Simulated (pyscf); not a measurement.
A first-order saddle from PySCF, ωB97X-D3(BJ)/def2-SVP:

```xyz
9

P     -1.1527    -1.2671     0.3024
H     -1.4016     0.3605     0.4848
H     -0.7894    -2.1184    -0.8069
H     -2.4670    -1.1304    -0.2662
O      0.5339    -0.3905    -0.2710
Ga    -0.2990     1.3546    -0.4152
H      0.9616    -0.8197    -1.0246
H     -0.8394     1.5704    -1.8658
H      0.3234     2.4079     0.5499
```
Charge 0, spin multiplicity 1.

Surface: singlet, charge 0. Lowest wavenumbers (cm⁻¹): 602i, 158, 283, 385, 447.

Q: Name the species on either side of this saddle.

A: PH₃ + HO–GaH₂ ⇌ HO–PH₂ + gallane (GaH₃), a four-centre exchange read from left to right: H–P, Ga–O broken and O–P, Ga–H formed. At CCSD(T)/def2-TZVPP + ΔMP2(QZVPP) it lies +1.57 eV from the left side and +0.57 eV from the right (each side as separated species at their lowest minima found). On the product side the descent ends in an adduct with a Ga–O contact, 0.64 eV under the separated species and 1.13 eV under the saddle at ωB97X-D3(BJ)/def2-TZVP. What is counted as broken (Ga–O) persists as a longer contact in the product adduct; parting that adduct is a step of its own. At ωB97X-D3(BJ)/def2-TZVP the barrier from the zero used here is 1.42 eV. This is the saddle that the search found; another between the same sides may lie lower. The CCSD(T) − MP2 part came from Ansatz, without density fitting, on the same reference. The frozen core leaves the outer d or s,p core shells of the metals and heavy elements correlated in the MP2 and CC values, and def2-TZVPP describes them poorly, which can shift differences by a few kcal/mol. Elements up to Kr have no core potential and no relativistic terms here.
